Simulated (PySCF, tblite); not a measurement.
# NH₃: metal-cation adducts, part 2 of 2

tblite 0.8.0 and PySCF 2.14.0. Atoms count from 0. Earlier steps stand in the parts before.

## 17. Single point (Ca (+2)): wB97X-D3(BJ)/def2-TZVP

Geometry: atom.

The job: settings as JSON, then the geometry in Å.

```
{"job": {"kind": "sp", "xc": "wB97X", "basis": "def2-TZVP", "d3": "d3bj", "grid": 2}, "charge": 2, "multiplicity": 1}
Ca     0.000000     0.000000     0.000000
```

Log:

```text
coarse grid: 2424 points
cycle   1  E = -676.8925155243  dE =  6.170e-01  |g| = 1.015e-01  |ddm| = 1.834e+00
cycle   2  E = -676.8949340013  dE = -2.418e-03  |g| = 3.007e-02  |ddm| = 1.222e-01
cycle   3  E = -676.8950606544  dE = -1.267e-04  |g| = 2.174e-03  |ddm| = 3.428e-02
cycle   4  E = -676.8950622080  dE = -1.554e-06  |g| = 9.462e-05  |ddm| = 3.468e-03
final grid: 13080 points
cycle   5  E = -676.8918491585  dE = -1.886e-07  |g| = 1.385e-04  |ddm| = 8.528e-04
cycle   6  E = -676.8918491608  dE = -2.329e-09  |g| = 3.339e-05  |ddm| = 1.790e-04
converged SCF energy = -676.8918491608
```

Wall time 0.23 s (1 thread of Arm Neoverse N1, shared host).

## 18. Geometry optimisation with GFN2-xTB

This step treats LiNH3+, `N.[Li+]`.

The job: settings as JSON, then the geometry in Å.

```
{"job": {"kind": "relax", "xc": "GFN2-xTB", "basis": "xTB"}, "charge": 1, "multiplicity": 1}
N      0.026500    -0.013200     0.286900
H     -0.583600    -0.723300    -0.148600
H     -0.327800     0.864800    -0.079100
H      0.928200    -0.111700    -0.151100
Li     0.091600    -0.228300     2.380000
```

Log:

```text
step      E/eV     max force
  0    -117.67657    0.854
  1    -117.68587    0.325
  2    -117.68873    0.312
  3    -117.70298    0.322
  4    -117.70583    0.245
  5    -117.70817    0.163
  6    -117.70959    0.193
  7    -117.71093    0.128
  8    -117.71123    0.048
  9    -117.71129    0.020
 10    -117.71132    0.023
 11    -117.71137    0.039
 12    -117.71144    0.046
 13    -117.71150    0.035
 14    -117.71156    0.030
 15    -117.71162    0.032
 16    -117.71166    0.027
 17    -117.71168    0.012
 18    -117.71168    0.002
```

Run time: 0.06 s. Hardware: 1 thread of Arm Neoverse N1, shared host.

Relaxation path:

```csv
step,energy from step 0 (eV),largest force (eV/Å)
0,0.0000,0.8541
1,-0.0093,0.3250
2,-0.0122,0.3120
3,-0.0264,0.3215
4,-0.0293,0.2449
5,-0.0316,0.1634
6,-0.0330,0.1931
7,-0.0344,0.1278
8,-0.0347,0.0476
9,-0.0347,0.0202
10,-0.0348,0.0230
11,-0.0348,0.0392
12,-0.0349,0.0455
13,-0.0349,0.0346
14,-0.0350,0.0296
15,-0.0350,0.0324
16,-0.0351,0.0273
17,-0.0351,0.0119
18,-0.0351,0.0022
```

Distances of close pairs at the start and the end, largest changes first:

```csv
bond,before (Å),after (Å),change (Å)
N0–Li4,2.105,1.970,-0.135
N0–H3,1.007,1.021,+0.014
N0–H1,1.033,1.021,-0.011
N0–H2,1.015,1.021,+0.006
```

The final coordinates are the input of the step that follows.

## 19. Harmonic vibrations with GFN2-xTB

The job: settings as JSON, then the geometry in Å.

```
{"job": {"kind": "ir", "xc": "GFN2-xTB", "basis": "xTB"}, "charge": 1, "multiplicity": 1}
N      0.022490    -0.030172     0.312969
H     -0.569985    -0.725470    -0.143704
H     -0.333472     0.868671    -0.016335
H      0.932535    -0.129035    -0.139983
Li     0.083408    -0.195659     2.275126
```

Log:

```text
mode    cm-1     km/mol
  1     417.1     90.13
  2     425.8    204.62
  3     426.1    204.53
  4    1305.6    281.94
  5    1517.5     76.07
  6    1517.6     76.12
  7    3357.7     22.79
  8    3358.0     22.78
  9    3400.1     29.75
ZPE 94.059  H(298)-E 106.294  G(298)-E 37.985 kJ/mol  S 229.11 J/(mol K)
```

Run time: 0.14 s. Hardware: 1 thread of Arm Neoverse N1, shared host.

Which atoms move in the most intense modes:

```csv
cm⁻¹,km/mol,atoms
417,90.1,"Li4 71 %, N0 25 %"
426,204.6,"H1 51 %, H3 19 %, H2 13 %, N0 11 %"
426,204.5,"H2 43 %, H3 36 %, N0 11 %"
1306,281.9,"H2 28 %, H1 28 %, H3 28 %, N0 15 %"
1518,76.1,"H1 46 %, H2 39 %"
1518,76.1,"H3 54 %, H2 23 %, H1 17 %"
3358,22.8,"H3 60 %, H2 25 %"
3400,29.8,"H1 33 %, H2 33 %, H3 32 %"
```

## 20. Relaxing the molecule at PBE0-D3(BJ)/def2-SVP

This step treats LiNH₃+, `N.[Li+]`.

The job: settings as JSON, then the geometry in Å.

```
{"job": {"xc": "PBE0", "basis": "def2-SVP", "d3": "d3bj", "grid": 1, "kind": "geom"}, "charge": 1, "multiplicity": 1}
N      0.022490    -0.030172     0.312969
H     -0.569985    -0.725470    -0.143704
H     -0.333472     0.868671    -0.016335
H      0.932535    -0.129035    -0.139983
Li     0.083408    -0.195659     2.275126
```

Log:

```text
step   0  E = -63.77498080  max force = 0.005372
step   1  E = -63.77501786  max force = 0.000904
step   2  E = -63.77502262  max force = 0.000209
optimisation converged
```

Run time: 1.5 s. Hardware: 1 thread of Arm Neoverse N1, shared host.

The steps of the relaxation:

```csv
step,energy from step 0 (eV),largest force component (eV/Å)
0,0.0000,0.2762
1,-0.0010,0.0465
2,-0.0011,0.0107
```

Distances of close pairs at the start and the end, largest changes first:

```csv
bond,before (Å),after (Å),change (Å)
N0–Li4,1.970,1.965,-0.005
N0–H2,1.021,1.025,+0.004
N0–H1,1.021,1.025,+0.004
N0–H3,1.021,1.025,+0.004
```

The final coordinates are the input of the step that follows.

```csv
at the end point,value
point group (found at 0.08 Å tolerance),C3v
"rotational constants (GHz, main isotopes)","191.4, 22.520, 22.520"
```

## 21. Harmonic vibrations (LiNH3+): PBE0-D3(BJ)/def2-SVP

The job: settings as JSON, then the geometry in Å.

```
{"job": {"xc": "PBE0", "basis": "def2-SVP", "d3": "d3bj", "grid": 2, "kind": "hessian"}, "charge": 1, "multiplicity": 1}
N      0.022824    -0.030787     0.318251
H     -0.570415    -0.726401    -0.145829
H     -0.333336     0.869598    -0.018934
H      0.934076    -0.129479    -0.141184
Li     0.081810    -0.194479     2.275678
```

Log:

```text
coarse grid: 4000 points
cycle   1  E = -63.7631724748  dE =  9.654e-02  |g| = 2.888e-01  |ddm| = 1.756e+00
cycle   2  E = -63.7561734365  dE =  6.999e-03  |g| = 3.389e-01  |ddm| = 4.177e-01
cycle   3  E = -63.7807771246  dE = -2.460e-02  |g| = 2.192e-02  |ddm| = 2.482e-01
cycle   4  E = -63.7808791938  dE = -1.021e-04  |g| = 2.023e-03  |ddm| = 1.430e-02
cycle   5  E = -63.7808802257  dE = -1.032e-06  |g| = 1.645e-04  |ddm| = 1.902e-03
final grid: 37960 points
cycle   6  E = -63.7750140614  dE = -3.631e-05  |g| = 9.344e-03  |ddm| = 1.675e-02
cycle   7  E = -63.7750026637  dE =  1.140e-05  |g| = 1.193e-02  |ddm| = 1.440e-02
cycle   8  E = -63.7750326722  dE = -3.001e-05  |g| = 1.967e-04  |ddm| = 8.086e-03
cycle   9  E = -63.7750326799  dE = -7.691e-09  |g| = 3.162e-05  |ddm| = 1.412e-04
cycle  10  E = -63.7750326802  dE = -2.401e-10  |g| = 1.626e-06  |ddm| = 2.749e-05
cycle  11  E = -63.7750326802  dE = -7.105e-13  |g| = 3.497e-07  |ddm| = 2.106e-06
converged SCF energy = -63.7750326802

mode    cm-1
  1     546.1
  2     575.0
  3     575.1
  4    1311.9
  5    1646.5
  6    1646.6
  7    3470.5
  8    3566.4
  9    3566.6
ZPE 101.112  H(298)-E 112.489  G(298)-E 45.578 kJ/mol  S 224.42 J/(mol K)
```

It took 8.8 s on 1 thread of Arm Neoverse N1, shared host; peak memory 0.63 GiB.

Zero-point energy 101.11 kJ/mol (xTB gave 94.06).

## 22. Single point (LiNH₃+): wB97X-D3(BJ)/def2-TZVP

Geometry: PBE0-D3(BJ)/def2-SVP.

The job: settings as JSON, then the geometry in Å.

```
{"job": {"kind": "sp", "xc": "wB97X", "basis": "def2-TZVP", "d3": "d3bj", "grid": 2}, "charge": 1, "multiplicity": 1}
N      0.022824    -0.030787     0.318251
H     -0.570415    -0.726401    -0.145829
H     -0.333336     0.869598    -0.018934
H      0.934076    -0.129479    -0.141184
Li     0.081810    -0.194479     2.275678
```

Log:

```text
coarse grid: 4000 points
cycle   1  E = -63.9524156037  dE =  7.171e-02  |g| = 2.421e-01  |ddm| = 1.263e+00
cycle   2  E = -63.9637937718  dE = -1.138e-02  |g| = 1.489e-01  |ddm| = 2.212e-01
cycle   3  E = -63.9678620515  dE = -4.068e-03  |g| = 3.541e-02  |ddm| = 7.356e-02
cycle   4  E = -63.9681568086  dE = -2.948e-04  |g| = 5.140e-03  |ddm| = 2.611e-02
cycle   5  E = -63.9681699539  dE = -1.315e-05  |g| = 6.810e-04  |ddm| = 7.772e-03
cycle   6  E = -63.9681703327  dE = -3.788e-07  |g| = 9.503e-05  |ddm| = 1.567e-03
final grid: 37960 points
cycle   7  E = -63.9589226178  dE = -5.798e-05  |g| = 4.802e-03  |ddm| = 1.267e-02
cycle   8  E = -63.9589242131  dE = -1.595e-06  |g| = 4.068e-03  |ddm| = 3.640e-03
cycle   9  E = -63.9589272296  dE = -3.016e-06  |g| = 2.354e-04  |ddm| = 1.784e-03
cycle  10  E = -63.9589272557  dE = -2.616e-08  |g| = 4.710e-05  |ddm| = 3.381e-04
cycle  11  E = -63.9589272569  dE = -1.232e-09  |g| = 9.347e-06  |ddm| = 7.958e-05
converged SCF energy = -63.9589272569
```

Run time: 1.1 s. Hardware: 1 thread of Arm Neoverse N1, shared host.

## 23. Metal-cation adducts: wB97X-D3(BJ)/def2-TZVP

This step combines the energies above: geometries from PBE0-D3(BJ)/def2-SVP, zero-point and thermal terms from PBE0-D3(BJ)/def2-SVP.

The job: settings as JSON, then the geometry in Å.

```
{"job": {"kind": "mc", "partners": ["Al+", "Ca2+", "Li+"], "geom": {"xc": "PBE0", "basis": "def2-SVP", "d3": "d3bj", "grid": 1}, "hess": 1, "level": {"xc": "wB97X", "basis": "def2-TZVP", "d3": "d3bj"}}, "charge": 0, "multiplicity": 1}
N      0.010296    -0.007055     0.292197
H     -0.572889    -0.731944    -0.125557
H     -0.345204     0.872398    -0.082311
H      0.930710    -0.126319    -0.130522
```

Output (the driver's rows laid out field by field):

```text
metal-cation adducts, wB97X-D3(BJ)/def2-TZVP // PBE0-D3(BJ)/def2-SVP

row 1
  formula                 AlH3N
  charge                  1
  multiplicity            1
  smiles                  N.[Al+]
  kept                    yes
  pieces                  1
  point_group             C3v
  partner                 Al+
  start_atom              0
  bound_to                0 N 2.185
  nearest                 0 N 2.185
  parent_bonds_kept       yes
  electronic              167.65
  enthalpy                163.71
  free_energy             133.91
  partner_charge          0.726

row 2
  formula                 CaH3N
  charge                  2
  multiplicity            1
  smiles                  N.[Ca+2]
  kept                    yes
  pieces                  1
  point_group             C3v
  partner                 Ca2+
  start_atom              0
  bound_to                0 N 2.361
  nearest                 0 N 2.361
  parent_bonds_kept       yes
  electronic              295.22
  enthalpy                290.61
  free_energy             260.35
  partner_charge          1.923

row 3
  formula                 H3LiN
  charge                  1
  multiplicity            1
  smiles                  N.[Li+]
  kept                    yes
  pieces                  1
  point_group             C3v
  partner                 Li+
  start_atom              0
  bound_to                0 N 1.965
  nearest                 0 N 1.965
  parent_bonds_kept       yes
  electronic              179.51
  enthalpy                173.69
  free_energy             143.48
  partner_charge          0.917
```

Run time: 66 s. Hardware: 1 thread of Arm Neoverse N1, shared host.

Some single points behind these values are not shown above.

Energy given off on binding (kJ/mol, gas phase, 298 K for the thermal columns):

```csv
partner,nearest atom,electronic,enthalpy,free energy
Al+,"N0, 2.19 Å",167.7,163.7,133.9
Ca2+,"N0, 2.36 Å",295.2,290.6,260.4
Li+,"N0, 1.97 Å",179.5,173.7,143.5
```

## 24. Single point (NH3): TPSS-D3(BJ)/def2-TZVP

Geometry: PBE0-D3(BJ)/def2-SVP.

The job: settings as JSON, then the geometry in Å.

```
{"job": {"kind": "sp", "xc": "TPSS", "basis": "def2-TZVP", "d3": "d3bj", "grid": 3, "scf": {"conv": 1e-06}}, "charge": 0, "multiplicity": 1}
N      0.010296    -0.007055     0.292197
H     -0.572889    -0.731944    -0.125557
H     -0.345204     0.872398    -0.082311
H      0.930710    -0.126319    -0.130522
```

Log:

```text
final grid: 43328 points
cycle   1  E = -56.5426732394  dE = -7.467e-02  |g| = 4.511e-01  |ddm| = 1.095e+00
cycle   2  E = -56.4561680248  dE =  8.651e-02  |g| = 7.662e-01  |ddm| = 7.744e-01
cycle   3  E = -56.5873198445  dE = -1.312e-01  |g| = 1.930e-02  |ddm| = 5.188e-01
cycle   4  E = -56.5873973515  dE = -7.751e-05  |g| = 5.582e-03  |ddm| = 1.998e-02
cycle   5  E = -56.5874037646  dE = -6.413e-06  |g| = 4.167e-04  |ddm| = 4.454e-03
cycle   6  E = -56.5874038022  dE = -3.766e-08  |g| = 2.709e-05  |ddm| = 3.174e-04
converged SCF energy = -56.5874038022
```

Wall time 1.5 s (1 thread of Arm Neoverse N1, shared host).

## 25. Single point (AlNH₃+): TPSS-D3(BJ)/def2-TZVP

Geometry: PBE0-D3(BJ)/def2-SVP.

The job: settings as JSON, then the geometry in Å.

```
{"job": {"kind": "sp", "xc": "TPSS", "basis": "def2-TZVP", "d3": "d3bj", "grid": 3, "scf": {"conv": 1e-06}}, "charge": 1, "multiplicity": 1}
N      0.020629    -0.024681     0.250232
H     -0.654879    -0.662493    -0.189950
H     -0.242810     0.916496    -0.068622
H      0.921929    -0.225154    -0.201823
Al     0.088205    -0.209088     2.425923
```

Log:

```text
final grid: 62512 points
cycle   1  E = -298.7849208218  dE =  1.479e-01  |g| = 3.268e-01  |ddm| = 1.299e+00
cycle   2  E = -298.7597398706  dE =  2.518e-02  |g| = 4.831e-01  |ddm| = 6.702e-01
cycle   3  E = -298.8069853611  dE = -4.725e-02  |g| = 6.323e-02  |ddm| = 2.803e-01
cycle   4  E = -298.8079307226  dE = -9.454e-04  |g| = 9.274e-03  |ddm| = 6.769e-02
cycle   5  E = -298.8079389861  dE = -8.263e-06  |g| = 1.212e-03  |ddm| = 3.896e-03
cycle   6  E = -298.8079393358  dE = -3.497e-07  |g| = 2.714e-04  |ddm| = 1.172e-03
converged SCF energy = -298.8079393358
```

Wall time 4.2 s (1 thread of Arm Neoverse N1, shared host).

## 26. Single point (CaNH₃ (+2)): TPSS-D3(BJ)/def2-TZVP

Geometry: PBE0-D3(BJ)/def2-SVP.

The job: settings as JSON, then the geometry in Å.

```
{"job": {"kind": "sp", "xc": "TPSS", "basis": "def2-TZVP", "d3": "d3bj", "grid": 3, "scf": {"conv": 1e-06}}, "charge": 2, "multiplicity": 1}
N      0.025180    -0.034806     0.351777
H     -0.651379    -0.650112    -0.126693
H     -0.224148     0.903138     0.000495
H      0.911251    -0.238510    -0.136750
Ca     0.096529    -0.245584     2.701941
```

Log:

```text
final grid: 63752 points
cycle   1  E = -733.5890425355  dE =  5.175e-01  |g| = 3.641e-01  |ddm| = 2.135e+00
cycle   2  E = -733.5251460276  dE =  6.390e-02  |g| = 6.418e-01  |ddm| = 5.815e-01
cycle   3  E = -733.6180463816  dE = -9.290e-02  |g| = 3.104e-02  |ddm| = 3.872e-01
cycle   4  E = -733.6182685024  dE = -2.221e-04  |g| = 6.980e-03  |ddm| = 2.210e-02
cycle   5  E = -733.6182776444  dE = -9.142e-06  |g| = 1.370e-03  |ddm| = 4.484e-03
cycle   6  E = -733.6182779978  dE = -3.533e-07  |g| = 3.791e-04  |ddm| = 8.955e-04
converged SCF energy = -733.6182779978
```

Wall time 4.3 s (1 thread of Arm Neoverse N1, shared host).

## 27. Single point (Ca (+2)): TPSS-D3(BJ)/def2-TZVP

Geometry: atom.

The job: settings as JSON, then the geometry in Å.

```
{"job": {"kind": "sp", "xc": "TPSS", "basis": "def2-TZVP", "d3": "d3bj", "grid": 3, "scf": {"conv": 1e-06}}, "charge": 2, "multiplicity": 1}
Ca     0.000000     0.000000     0.000000
```

Log:

```text
final grid: 20424 points
cycle   1  E = -676.9161032420  dE =  6.151e-01  |g| = 1.042e-01  |ddm| = 1.834e+00
cycle   2  E = -676.9182909919  dE = -2.188e-03  |g| = 5.098e-02  |ddm| = 1.469e-01
cycle   3  E = -676.9187290586  dE = -4.381e-04  |g| = 6.818e-04  |ddm| = 5.467e-02
cycle   4  E = -676.9187290849  dE = -2.631e-08  |g| = 6.821e-05  |ddm| = 2.996e-04
converged SCF energy = -676.9187290849
```

It took 0.45 s on 1 thread of Arm Neoverse N1, shared host.

## 28. Single point (LiNH3+): TPSS-D3(BJ)/def2-TZVP

Geometry: PBE0-D3(BJ)/def2-SVP.

The job: settings as JSON, then the geometry in Å.

```
{"job": {"kind": "sp", "xc": "TPSS", "basis": "def2-TZVP", "d3": "d3bj", "grid": 3, "scf": {"conv": 1e-06}}, "charge": 1, "multiplicity": 1}
N      0.022824    -0.030787     0.318251
H     -0.570415    -0.726401    -0.145829
H     -0.333336     0.869598    -0.018934
H      0.934076    -0.129479    -0.141184
Li     0.081810    -0.194479     2.275678
```

Log:

```text
final grid: 57048 points
cycle   1  E = -63.9082586231  dE =  1.179e-01  |g| = 4.045e-01  |ddm| = 1.266e+00
cycle   2  E = -63.8532654808  dE =  5.499e-02  |g| = 6.407e-01  |ddm| = 5.268e-01
cycle   3  E = -63.9411030297  dE = -8.784e-02  |g| = 2.534e-02  |ddm| = 3.432e-01
cycle   4  E = -63.9412396187  dE = -1.366e-04  |g| = 5.754e-03  |ddm| = 1.752e-02
cycle   5  E = -63.9412469217  dE = -7.303e-06  |g| = 4.373e-04  |ddm| = 3.794e-03
cycle   6  E = -63.9412469628  dE = -4.112e-08  |g| = 2.334e-05  |ddm| = 2.730e-04
converged SCF energy = -63.9412469628
```

It took 2.5 s on 1 thread of Arm Neoverse N1, shared host.

## 29. Single point (Li+): TPSS-D3(BJ)/def2-TZVP

Geometry: atom.

The job: settings as JSON, then the geometry in Å.

```
{"job": {"kind": "sp", "xc": "TPSS", "basis": "def2-TZVP", "d3": "d3bj", "grid": 3, "scf": {"conv": 1e-06}}, "charge": 1, "multiplicity": 1}
Li     0.000000     0.000000     0.000000
```

Log:

```text
final grid: 13728 points
cycle   1  E = -7.2863363196  dE =  1.913e-01  |g| = 2.515e-02  |ddm| = 6.534e-01
cycle   2  E = -7.2864099365  dE = -7.362e-05  |g| = 4.881e-03  |ddm| = 1.112e-02
cycle   3  E = -7.2864121991  dE = -2.263e-06  |g| = 6.812e-05  |ddm| = 1.882e-03
cycle   4  E = -7.2864121995  dE = -4.276e-10  |g| = 1.019e-06  |ddm| = 2.185e-05
converged SCF energy = -7.2864121995
```

Run time: 0.19 s. Hardware: 1 thread of Arm Neoverse N1, shared host.

## 30. Metal-cation adducts: TPSS-D3(BJ)/def2-TZVP

This step combines the energies above: geometries from PBE0-D3(BJ)/def2-SVP, zero-point and thermal terms from PBE0-D3(BJ)/def2-SVP.

The job: settings as JSON, then the geometry in Å.

```
{"job": {"kind": "mc", "partners": ["Al+", "Ca2+", "Li+"], "geom": {"xc": "PBE0", "basis": "def2-SVP", "d3": "d3bj", "grid": 1}, "hess": 1, "level": {"xc": "TPSS", "basis": "def2-TZVP", "d3": "d3bj", "grid": 3, "scf": {"conv": 1e-06}}}, "charge": 0, "multiplicity": 1}
N      0.010296    -0.007055     0.292197
H     -0.572889    -0.731944    -0.125557
H     -0.345204     0.872398    -0.082311
H      0.930710    -0.126319    -0.130522
```

Output (the driver's rows laid out field by field):

```text
metal-cation adducts, TPSS-D3(BJ)/def2-TZVP // PBE0-D3(BJ)/def2-SVP

row 1
  formula                 AlH3N
  charge                  1
  multiplicity            1
  smiles                  N.[Al+]
  kept                    yes
  pieces                  1
  point_group             C3v
  partner                 Al+
  start_atom              0
  bound_to                0 N 2.185
  nearest                 0 N 2.185
  parent_bonds_kept       yes
  electronic              173.74
  enthalpy                169.81
  free_energy             140.0
  partner_charge          0.711

row 2
  formula                 CaH3N
  charge                  2
  multiplicity            1
  smiles                  N.[Ca+2]
  kept                    yes
  pieces                  1
  point_group             C3v
  partner                 Ca2+
  start_atom              0
  bound_to                0 N 2.361
  nearest                 0 N 2.361
  parent_bonds_kept       yes
  electronic              294.44
  enthalpy                289.82
  free_energy             259.56
  partner_charge          1.922

row 3
  formula                 H3LiN
  charge                  1
  multiplicity            1
  smiles                  N.[Li+]
  kept                    yes
  pieces                  1
  point_group             C3v
  partner                 Li+
  start_atom              0
  bound_to                0 N 1.965
  nearest                 0 N 1.965
  parent_bonds_kept       yes
  electronic              177.04
  enthalpy                171.21
  free_energy             141.01
  partner_charge          0.918
```

Wall time 14 s (1 thread of Arm Neoverse N1, shared host).

Some single points behind these values are not shown above.

Energy given off on binding (kJ/mol, gas phase, 298 K for the thermal columns):

```csv
partner,nearest atom,electronic,enthalpy,free energy
Al+,"N0, 2.19 Å",173.7,169.8,140.0
Ca2+,"N0, 2.36 Å",294.4,289.8,259.6
Li+,"N0, 1.97 Å",177.0,171.2,141.0
```

## 31. Results

What follows sums up all 2 parts.

| quantity | value |
| --- | --- |
| strongest single infrared mode (GFN2-xTB) | 1160 cm⁻¹, 211 km/mol |
| zero-point energy (GFN2-xTB) | 21.1 kcal/mol |
| point group | C3v |
| rotational constants (main isotopes) | 291.73, 291.72, 190.84 GHz |
| binding enthalpy (−ΔH), Al+ (wB97X-D3(BJ)/def2-TZVP) | 163.7 kJ/mol |
| binding enthalpy (−ΔH), Ca2+ (wB97X-D3(BJ)/def2-TZVP) | 290.6 kJ/mol |
| binding enthalpy (−ΔH), Li+ (wB97X-D3(BJ)/def2-TZVP) | 173.7 kJ/mol |
| binding enthalpy (−ΔH), Al+ (TPSS-D3(BJ)/def2-TZVP) | 169.8 kJ/mol |
| binding enthalpy (−ΔH), Ca2+ (TPSS-D3(BJ)/def2-TZVP) | 289.8 kJ/mol |

No mode is imaginary among the 6: a minimum at this level. The strongest single mode, at 1160 cm⁻¹, moves mainly H1, H2 and H3. Unscaled tight-binding wavenumbers are off by several per cent, some by more. Its intensities can rank the bands wrongly. The optimisation took 3 steps and gained 0.009 eV; among the close pairs (by a distance rule), N0–H1 changed most, from 1.013 to 1.020 Å (PBE0/def2-SVP). At wB97X-D3(BJ)/def2-TZVP the binding enthalpy (−ΔH) runs from 163.7 kJ/mol (Al+) to 290.6 kJ/mol (Ca2+). At TPSS-D3(BJ)/def2-TZVP the binding enthalpy (−ΔH) runs from 169.8 kJ/mol (Al+) to 289.8 kJ/mol (Ca2+).
